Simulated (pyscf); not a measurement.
H₃C–GeH•–Cl + H₂ → H₃C–GeH₂–Cl + H•, a hydrogen abstraction (doublet surface; H–H broken, Ge–H formed). PySCF, gas phase, ωB97X-D3(BJ)/def2-SVP geometries. Energies in kcal/mol from the separated reactants.

Small-basis levels: PySCF, no dispersion term, spherical d functions. Open shells are spin-unrestricted. 

**Question.** Quick BP86/6-31G*+LANL2DZ single points give ΔE‡ = 23.9 kcal/mol and ΔE = +26.3 kcal/mol. What does ωB97M-D3(BJ)/def2-TZVP give, and how far is the quick result from it?

**Answer.** ωB97M-D3(BJ)/def2-TZVP gives ΔE‡ = 23.7 kcal/mol and ΔE = +20.7 kcal/mol. BP86/6-31G*+LANL2DZ lies 0.3 kcal/mol over it in the barrier and 5.6 kcal/mol over it in the reaction energy, so on this step it does not hold to within 3.0 kcal/mol. At BP86/6-31G*+LANL2DZ this geometry lies under one side, so its ΔE‡ may be no barrier of that level. ωB97M-D3(BJ)/def2-TZVP has limits of its own. This is the saddle that the search found; another between the same sides may lie lower. The angle at the transferred H is 178°. In the def2 sets elements up to Kr have no core potential.
